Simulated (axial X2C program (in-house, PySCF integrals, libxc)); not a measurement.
# Linear OAlO⁺ at several levels

The task here is to estimate one member of a computed series from the others.

Method: all-electron X2C, two-component (2c) or spin-free, O dyall-av3z, Al dyall-v3z; program: an in-house X2C program for linear molecules on PySCF integrals.

All values are calculated.

2 further runs of the same task are left out: 2 set aside as unsound or not needed.

The first run:

task.json reads:

```json
{"zs": [8, 13, 8], "q": 1, "bas": ["dyall-av3z", "dyall-v3z", "dyall-av3z"], "r0": [1.7, 1.7], "symm": 1, "scan": ["PBE0", "HF", "LDA"], "levels": ["PBE0", "HF", "PBE"], "nst": 2}
```

Keys: zs atomic numbers; q charge; bas basis sets; r0 starting distance in Å; symm equal bonds; scan levels of the two-bond scan (MP2 follows by itself at each HF point); levels methods; nst determinants followed.

Run with:

```bash
$ python solin.py task.json out
```

Masses O 15.995, Al 26.982, O 15.995 u.

Among the steps run: Scan at PBE0, 2c; Scan at HF, 2c; Scan at LDA, 2c.

One of the session's tables, all rows but one given; the rest of the session is left out.

```
          level  r(O–Al) (Å)  r(Al–O) (Å)  lower stretch (cm⁻¹)  upper stretch (cm⁻¹)
       PBE0, 2c        1.709        1.709                 691.9                1022.4
         HF, 2c        1.683        1.683                 741.9                1089.6
        LDA, 2c            ?            ?                     ?                     ?
        MP2, 2c        1.714        1.714                 696.6                1028.6
PBE0, spin-free        1.709        1.709                 691.9                1022.3
  HF, spin-free        1.682        1.682                 741.8                1089.6
 LDA, spin-free        1.714        1.714                 674.4                 999.2
 MP2, spin-free        1.714        1.714                 696.6                1028.6
```

Estimate the missing values for LDA, 2c.

The run gave: r(O–Al) (Å): 1.714; r(Al–O) (Å): 1.714; lower stretch (cm⁻¹): 674.4; upper stretch (cm⁻¹): 999.3.

Scans not shown above were run alike.

Caveats from the session: The molecule was held linear; bending was not examined, so a bent shape may lie lower. Note: functional without a current term on a determinant with orbital currents, of the molecule or an atom.
